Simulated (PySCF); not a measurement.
Gas-phase reaction: 4 H2SiNH ⇌ 3 N + 3 SiH4 + SiN

Computed with PySCF (xtb for GFN2) and rigid-rotor harmonic-oscillator thermochemistry at 1 bar. † marks an energy on the PBE0/def2-TZVP geometry and frequencies; other levels use their own. 6-31G* has spherical d functions here. Open shells (unrestricted): N (multiplicity 4), SiN (multiplicity 2); the rest are closed-shell singlets. GFN2 has no spin-polarisation term. B3LYP is the form with VWN-RPA correlation. H2SiNH: computed as isolated molecules; such fragments, hydroxides, amides, oligomers or adducts are transient or little studied in the gas.

```json
[
 {"level": "B3LYP/6-31G*", "ΔH°(298 K), kJ": "(withheld)"},
 {"level": "B3LYP/def2-TZVP†", "ΔH°(298 K), kJ": "(withheld)"},
 {"level": "BLYP/def2-TZVP†", "ΔH°(298 K), kJ": "1389"},
 {"level": "GFN2-xTB", "ΔH°(298 K), kJ": "2669"},
 {"level": "M06-2X/def2-TZVP†", "ΔH°(298 K), kJ": "1314"},
 {"level": "PBE/def2-TZVP†", "ΔH°(298 K), kJ": "(withheld)"},
 {"level": "PBE0/def2-QZVP†", "ΔH°(298 K), kJ": "1341"},
 {"level": "PBE0/def2-SVP†", "ΔH°(298 K), kJ": "1267"},
 {"level": "r2SCAN/def2-TZVP†", "ΔH°(298 K), kJ": "(withheld)"},
 {"level": "LDA/def2-TZVP†", "ΔH°(298 K), kJ": "1718"},
 {"level": "ωB97M-V/def2-TZVP†", "ΔH°(298 K), kJ": "1333"}
]
```

**Question.** What belongs in the gaps?

**Answer.** 
- B3LYP/6-31G*, ΔH°(298 K), kJ: 1209
- B3LYP/def2-TZVP†, ΔH°(298 K), kJ: 1321
- PBE/def2-TZVP†, ΔH°(298 K), kJ: 1453
- r2SCAN/def2-TZVP†, ΔH°(298 K), kJ: 1300
